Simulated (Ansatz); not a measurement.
Frontier orbitals of CH$_{4}$AlCl (`[AlH2][CH2]Cl`).

Total charge 0; spin multiplicity 1. The geometry is a stationary point of PBE0-D4/def2-TZVP. Basis def2-TZVPP, Ansatz.

Orbital energies of one run (eV). Highest occupied ones, from the top: -10.30, -11.23, -11.53, -12.72, -14.43, -15.33, -15.50, -21.70, -26.96, -74.95, -74.96, -75.26, -113.39, -195.51. Empty: 0.38, 2.19, 2.99, 3.34, 4.47, 4.52.

Which functional gave them?
A. LC-ωPBE
B. B97M-V
C. r2SCAN
D. r2SCANh

A. HOMO energies: LC-ωPBE -10.30, r2SCAN -6.52, B97M-V -6.65, r2SCANh -7.00 eV.

LC-ωPBE has ω = 0.4 bohr⁻¹.
